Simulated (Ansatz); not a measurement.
This Ansatz (an electronic-structure program) input (PBE/def2-TZVP) gives -100.39123 Eh with 37 basis functions. A basis named .json is the Basis Set Exchange file of that set (core-valence sets with the plain set on hydrogen).

Ansatz 0.2 input:
```yaml
crystal:
  periodic: [false, false, false]
  atoms:
    - {symbol: F, position_ang: [-0.00000000, -0.00000000, -0.09245367]}
    - {symbol: H, position_ang: [0.00000000, 0.00000000, 0.83208299]}
basis:
  gaussian:
    orbitals: def2-TZVP
hamiltonian:
  xc: {name: PBE}
magnetization: {spin_polarized: false}
```

Change:
```diff
- orbitals: def2-TZVP
+ orbitals: 6-311+G__.json
```

Question: What does the run give now?

Answer: -100.38358 Eh (PBE/6-311+G**, 28 functions), a change of +7.65 mEh.
